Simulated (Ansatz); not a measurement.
Worked example: correlation energy of H3Si–AlH⁺, singlet

Geometry: that of the H3Si–AlH, doublet, kept fixed.

| atom | x (Å) | y (Å) | z (Å) |
| --- | --- | --- | --- |
| Si | 0.0000 | 0.0493 | 1.1585 |
| Al | 0.0000 | -0.1012 | -1.3138 |
| H | 0.0000 | 1.4304 | 1.7233 |
| H | 1.1989 | -0.6588 | 1.6941 |
| H | -1.1989 | -0.6588 | 1.6941 |
| H | 0.0000 | 1.2225 | -2.2207 |

Basis cc-pVDZ; Ansatz 0.2.0. Correlated methods freeze the noble-gas cores, which leaves 10 electrons in 46 orbitals. Prefix R: restricted or restricted open-shell reference.

Full CI isn't at hand for all of this; RCCSDT(Q) serves as the reference, and is uncertain by the last step of the cluster series or more.

RCCSD has a T1 diagnostic of 0.016 and a largest doubles amplitude of 0.07.

Runs differ by some tens of microhartree through their thresholds, so steps under 0.03 kcal/mol mean nothing.

```
    level  total energy (hartree)
      RHF             -532.863771
     RMP2             -533.012665
    RCCSD             -533.053873
 RCCSD(T)             -533.058469
   RCCSDT             -533.059594
RCCSDT(Q)             -533.059803
```

Problem. What is the correlation energy at RCCSDT(Q), and what share of it do RMP2 and RCCSD(T) recover?

Solution. E(corr) = -533.059803 − (-532.863771) = -0.196032 hartree = -5.334 eV. RMP2: -0.148894 / -0.196032 = 75.95 %. RCCSD(T): -0.194698 / -0.196032 = 99.32 %.

Problem. By how many kcal/mol does RCCSD(T) miss RCCSDT(Q) (1 hartree = 627.509 kcal/mol), and which steps make up the rest?

Solution. -533.058469 − (-533.059803) = 0.001334 hartree = 0.84 kcal/mol. Steps: RCCSDT − RCCSD(T) = -0.71, RCCSDT(Q) − RCCSDT = -0.13 kcal/mol. Differences between like states or geometries often cancel part of this.
